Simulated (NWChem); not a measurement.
A series in which one site is exchanged, each optimised at PBE0/def2-SVP with NWChem, gas phase unless a solvent is named. Some are not confirmed as minima by frequencies. def2 effective core potentials on Y, Sb; no spin-orbit coupling.

A: [F][Sb]([F])[F] (SbF3; site = Sb)
B: FB(F)F (BF₃; site = B)
C: [Y]([F])([F])[F] (YF3; site = Y)
D: F[As](F)F (AsF$_{3}$; site = As)

Q: Rank them by lowest singlet excitation, B3LYP/def2-SVPD, TDA (eV), lowest first.

A: C (6.43), A (7.15), D (7.93), B (10.52)
